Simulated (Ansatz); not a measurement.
C₃H₃FO (`FC1C=CO1`), relaxed with RKS PBE0-D4/def2-TZVP in the Gaussian-basis code of Ansatz from a PBE-D4/def2-SVP geometry. The force threshold is 0.005 eV/Å; the program also tests the step.

Charge 0, multiplicity 1.

Start:

```xyz
8

F     1.331   -1.285   -0.821
C     0.835   -0.203   -0.179
C    -0.500    0.368   -0.603
C    -0.905    0.061    0.649
O     0.241   -0.564    1.124
H     1.659    0.524   -0.001
H    -0.889    0.890   -1.481
H    -1.771    0.209    1.312
```

(1) How much energy does the relaxation release, and in how many steps? (An estimate is asked.)

(2) Which bonds change most? (Best estimate.)

(3) Give the relaxed structure. (An estimate is asked.)

Answers

(1) The calculation gave: 4.51 kJ/mol, in 7 steps.

(2) The calculation gave: C2–O5 from 1.477 to 1.454 Å; C3–C4 from 1.352 to 1.331 Å; C2–H6 from 1.113 to 1.093 Å; C4–H8 from 1.101 to 1.082 Å.

(3) Computed: 
```xyz
8

F     1.313   -1.275   -0.811
C     0.831   -0.194   -0.171
C    -0.496    0.368   -0.591
C    -0.900    0.062    0.640
O     0.243   -0.554    1.109
H     1.648    0.513   -0.007
H    -0.883    0.877   -1.455
H    -1.756    0.202    1.286
```
